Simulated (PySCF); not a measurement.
Indirect couplings

Bonds (- single, = double, # triple, : aromatic): C1=C2 1.319 Å, C2-C3 1.501 Å, C3-C4 1.530 Å, C3-C5 1.532 Å, C5-F6 1.373 Å. C1 carries H7, H8; C2 carries H9; C3 carries H10; C4 carries H11, H12, H13; C5 carries H14, H15. Stereochemistry as in C=C[C@H](C)CF. H7 is cis to C3; H15 is pro-R; H14 is pro-S; H8 is trans to C3.

Method: B3LYP/pcJ-1 (spin–dipole term only in couplings to heteroatoms)//GFN2-xTB, PySCF; isolated molecule, single conformer, non-relativistic. Couplings are averaged over pairs made equivalent by symmetry, fast rotation or ring inversion, so a value needn't be that of the named pair in this geometry, while other rotamers aren't included; one pair stands for each set, and the list holds a selection of those of at least 0.8 Hz over up to four bonds. One-bond C–F couplings come out tens of Hz too large with common functionals.

Isotopes: $^{13}$C, $^{19}$F, $^{1}$H.

```tsv
pair	bonds	J (Hz)
C1, C2	1	?
C1, H7	1	160.2
C1, H8	1	163.6
C2, C3	1	42.9
C2, H9	1	162.5
C3, C4	1	34.0
C3, C5	1	?
C3, H10	1	?
C4, H11	1	133.8
C5, F6	1	-228.9
C5, H14	1	152.5
C5, H15	1	?
C2, C5	2	?
C4, H10	2	-3.4
F6, H15	2	54.1
H11, H12	2	-13.4
C1, H10	3	6.6
C2, F6	3	4.1
C2, H11	3	4.8
C3, H8	3	?
C4, H14	3	3.3
C4, H15	3	7.5
H9, H10	3	?
C4, H7	4	-1.4
C5, H7	4	-1.3
C5, H8	4	?
```

Estimate the withheld couplings, with signs.

Answers


- $^{1}J$(C1,C2) = 78.0 Hz (bond length 1.319 Å)
- $^{1}J$(C3,C5) = 36.7 Hz (bond length 1.532 Å)
- $^{1}J$(C3,H10) = 133.8 Hz (bond length 1.095 Å, sp3 carbon)
- $^{1}J$(C5,H15) = 155.3 Hz (bond length 1.095 Å, sp3 carbon)
- $^{2}J$(C2,C5) = -3.0 Hz (angle at C3 110°)
- $^{3}J$(C3,H8) = 12.1 Hz (dihedral angle 180°)
- $^{3}J$(H9,H10) = 10.6 Hz (dihedral angle 177°)
- $^{4}J$(C5,H8) = -1.0 Hz
